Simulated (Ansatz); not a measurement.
`N=C=CC(=N)O` + CH₃OH → `COC=C=N` + `N=CO`  (substitution at a C–C bond)

Gas-phase electronic energies from Ansatz, PBE0-D4/def2-TZVP geometries. CCSD(T)/CBS adds triple-zeta CCSD(T) − MP2 to the extrapolated MP2 energy (def2 sets, frozen cores). This one scheme is used for every species. Each species was taken in one conformer, which may not be the lowest.

```csv
species,CCSD(T)/CBS(def2) energy (Eh)
`N=C=CC(=N)O`,-301.07798
CH₃OH,-115.61712
`COC=C=N`,-246.94709
`N=CO`,-169.71775
```

**Question.** Work out ΔE.

**Answer.** ΔE = (-246.94709) + (-169.71775) − (-301.07798) − (-115.61712) = 0.03026 Eh = +19.0 kcal/mol.

**Question.** What do rigid-rotor, harmonic-oscillator terms from PBE0-D4/def2-TZVP frequencies (298.15 K, 1 bar) make of the CCSD(T)/CBS value? (An estimate is asked.)

**Answer.** Computed: ΔZPE = +0.2 kcal/mol, ΔH = +19.1 kcal/mol, ΔS = 6 J/(mol·K), ΔG = +18.6 kcal/mol.

Largest T1 diagnostic among the species: 0.015.

From PBE to PBE0 (25 % exact exchange), in def2-TZVPP and without D4, ΔE moves by +0.8 kcal/mol. The D4 term adds +0.7 kcal/mol with B3LYP and +0.4 kcal/mol with PBE0; it sums over pairs of atoms, weighted by their polarisabilities, and B3LYP, whose exchange is more repulsive, gets the larger term.

B3LYP here is the variant with VWN-RPA as its local correlation; programs differ in this.
